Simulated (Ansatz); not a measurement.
Compare A (`FC1(F)C=CO1`) with its isomer B (`O=C/C(F)=C/F`).

Gas-phase electronic energies from Ansatz, PBE0-D4/def2-TZVP geometries. CCSD(T)/CBS is the MP2 limit (def2-TZVPP, def2-QZVPP) plus CCSD(T) − MP2 in def2-TZVPP, frozen cores. DFT in def2-TZVPP. Each species was taken in one conformer, which may not be the lowest.

A:

Z-matrix (Å, degrees):
```
C
F 1 1.329
C 1 1.507 2 118.4
O 1 1.440 2 110.8 3 -101.3
F 1 1.329 2 107.4 3 137.4
C 1 1.923 2 126.0 3 -51.1
H 3 1.074 1 135.9 2 66.4
H 6 1.080 1 168.7 2 -84.9
```

B:

```xyz
8

O     0.5842    1.9106    0.0217
C    -0.2449    1.1786   -0.4524
C    -0.3220   -0.2648   -0.1886
F    -1.3119   -0.9091   -0.8065
C     0.5330   -0.8962    0.6109
F     0.4595   -2.1906    0.8440
H    -1.0339    1.5428   -1.1410
H     1.3360   -0.3714    1.1118
```

(1) Which isomer does CCSD(T)/CBS put lower? Give the gap. (Estimate.)

(2) Give E(B) − E(A) in kcal/mol with MP2/def2-TZVPP, PBE0-D4, CCSD/def2-TZVPP, B2PLYP, HF/def2-TZVPP, ωB97M-V, r2SCAN-D4. (An estimate is asked.)

Largest T1 diagnostic: 0.015.

Answers

(1) The calculation gave: B, by 6.8 kcal/mol.

(2) Ansatz gave: MP2/def2-TZVPP -6.1, PBE0-D4 -6.7, CCSD/def2-TZVPP -7.2, B2PLYP -11.0, HF/def2-TZVPP -11.0, ωB97M-V -6.5, r2SCAN-D4 -8.8. None reverses the order clearly.

In def2-TZVPP, CCSD(T) changes the Hartree–Fock value by +3.7 kcal/mol (the triples alone add −0.0 kcal/mol) and MP2 by +4.8 kcal/mol. From PBE to PBE0 (25 % exact exchange), in def2-TZVPP and without D4, E(B) − E(A) moves by +3.1 kcal/mol.
